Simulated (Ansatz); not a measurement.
# CHSi: the cost of one run

Computed with Ansatz 0.2.0. Level: UHF/def2-TZVP.

## Step 1: The system as given

SMILES `[C]#[SiH]`, 3 atoms, charge 0, spin multiplicity 2.

Atoms are counted from 1 here; the program's logs count them from 0.

Bond lengths: C1–Si2 1.713 Å, Si2–H3 1.515 Å. Angles: C1–Si2–H3 117.1°.

Geometry (Å):

```xyz
3

C    -0.53725    1.33130   -0.15351
Si   -0.36175   -0.37088   -0.22280
H     0.89900   -0.96042    0.37631
```

## Step 3: Setting up the map

The axes are (1) bond length C1–Si2: 15 values from 1.461 to 2.262 Å; (2) angle H3–Si2–C1: 15 values from 74.9 to 164.9 °.

Nothing else is relaxed (all other coordinates rigid). Energies count from the relaxed molecule at the same level.

(The set-up runs are not shown.)

## Step 4: The run at bond length C1–Si2 = 1.747 Å, angle H3–Si2–C1 = 119.9°

Input file input.yaml:

```yaml
crystal:
  periodic: [false, false, false]
  atoms:
    - { symbol: C, position_ang: [-0.553894, 1.348659, -0.160514] }
    - { symbol: Si, position_ang: [-0.329459, -0.383235, -0.207195] }
    - { symbol: H, position_ang: [0.884986, -0.980623, 0.367124] }
magnetization:
  spin_polarized: true
  initial_magnetization: 1
basis:
  gaussian: { orbitals: def2-TZVP }
hamiltonian:
  xc: hf
output:
  forces: true
```

On the command line:

```sh
$ ansatz run input.yaml --threads 1 --pin off --max-ram 2560MiB --backend cpu --events-out ev --progress --plain --runs-dir out
```

What time and memory should one allow on 1 thread of Arm Neoverse N1, shared host?

About 7 s, with a peak of 0.13 GiB.
